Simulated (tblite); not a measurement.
Compound: C3H2NS (charge -1).
Atom-mapped SMILES: `[CH2:1]=[C:2]([S-:3])[C:4]#[N:5]` (hydrogens: H6, H7 on C1)

Computed with GFN2-xTB (tblite): harmonic, unscaled wavenumbers at the GFN2-xTB geometry, gas phase. Errors from tens to a few hundred cm⁻¹ against measured bands are possible.

Harmonic wavenumbers (cm⁻¹): 143.1, 252.2, 309.0, 528.3, 534.4, 633.8, 697.8, 719.9, 904.2, 1151.3, 1387.2, 1563.8, 2324.2, 3041.7, 3102.6.

A = 6661, B = 3478, C = 2285 MHz; mass 83.991 u (most abundant isotopes); point group Cs, symmetry number 1.

Problem. What is the zero-point energy?

Solution. Half the sum of the wavenumbers: 8647 cm⁻¹ = 103.44 kJ/mol.

Problem. Give the ideal-gas entropy at 273.15 K and 1 bar in the rigid-rotor, harmonic-oscillator model (classical rotation).

Solution. Translation 162.29, rotation 108.57, vibration 30.45: S = 301.3 J/(mol K).

Problem. And Cp and H(273.15 K) − H(0)?

Solution. Cp = 76.23 J/(mol K), of which vibrations give 42.98 (their classical limit is 15 R = 124.7); H(273.15 K) − H(0) = 14.26 kJ/mol without the zero-point energy, 5.17 from vibrations.

Problem. Blend soft modes into free rotors: weight 1/[1 + (100 cm⁻¹/ν̃)⁴] for the oscillator and the rest for a rotor with moment μB/(μ + B), μ = h/(8π²ν), B = 10⁻⁴⁴ kg m². What vibrational entropy results?

Solution. 30.36 J/(mol K) in place of 30.45, which changes −T·S at 273.15 K by +0.02 kJ/mol.

Problem. How do the functions run with temperature in this model?

Solution. 
```tsv
T (K)	S (J/(mol K))	Cp (J/(mol K))	H − H(0) (kJ/mol)	G − H(0) (kJ/mol)	ln q(vib)
100	242.8	44.8	3.71	-20.57	0.18
200	279.6	63.6	9.13	-46.78	0.80
300	308.6	80.3	16.36	-76.24	1.61
500	355.4	102.7	34.87	-142.85	3.37
800	408.3	121.7	68.81	-257.80	5.88
1000	436.3	129.8	94.00	-342.33	7.40
```

q(vib) and H(0) count from the zero-point level.

Problem. What must be added to the electronic energy to get the Gibbs energy at 273.15 K and 1 bar?

Solution. ZPE + [H(273.15 K) − H(0)] − T·S = 103.44 + 14.26 − 82.30 = 35.40 kJ/mol.

Hindered rotation and anharmonicity are outside this model.

Hardware: an x86-64 server with one thread, no GPU, shared host. The figure is for the frequency step alone.
